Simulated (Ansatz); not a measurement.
We consider diamond, described by G0W0@HSE06 in Ansatz (hard PAW, contour deformation).

The cell has the measured lattice parameters. Conventional cell: a = 3.5670 Å, b = 3.5670 Å, c = 3.5670 Å, α = 90.00°, β = 90.00°, γ = 90.00°.

One run with a 12×12×12 mesh, response cutoff 100 eV and 47 empty bands, not extrapolated in mesh or basis; no spin–orbit coupling.

Highest filled and lowest empty level by k point (fractions of the reciprocal vectors of the cell (0.000 1.784 1.784) (1.784 0.000 1.784) (1.784 1.784 0.000) Å; eV from the valence maximum of each method):

| k | HSE06 filled | HSE06 empty | QP filled | QP empty |
|---|---|---|---|---|
| 0 0 0 | 0.00 | 6.98 | 0.00 | 7.62 |
| 0 0 0.0833 | -0.34 | 7.43 | ___ | ___ |
| 0 0.167 -0.167 | -1.50 | 9.22 | ___ | ___ |
| 0 0.333 0.333 | -5.78 | 5.32 | ___ | ___ |
| 0 0.333 -0.5 | -6.15 | 6.47 | ___ | ___ |
| 0.0833 0.25 0.333 | -3.53 | 6.79 | ___ | ___ |
| 0.0833 0.417 -0.417 | -6.98 | 7.31 | ___ | ___ |
| 0.167 0.333 -0.417 | -6.08 | 10.14 | ___ | ___ |

Problem. What belongs in the gaps?

Solution. 
- 0 0 0.0833, QP filled: -0.34
- 0 0 0.0833, QP empty: 8.07
- 0 0.167 -0.167, QP filled: -1.52
- 0 0.167 -0.167, QP empty: 9.87
- 0 0.333 0.333, QP filled: -5.85
- 0 0.333 0.333, QP empty: 5.71
- 0 0.333 -0.5, QP filled: -6.22
- 0 0.333 -0.5, QP empty: 6.81
- 0.0833 0.25 0.333, QP filled: -3.59
- 0.0833 0.25 0.333, QP empty: 7.28
- 0.0833 0.417 -0.417, QP filled: -7.07
- 0.0833 0.417 -0.417, QP empty: 7.66
- 0.167 0.333 -0.417, QP filled: -6.18
- 0.167 0.333 -0.417, QP empty: 10.58

Note: GW on a hybrid start was not checked against another program; cell and atoms aren't relaxed at this level.

Ansatz is a program for electronic structure.
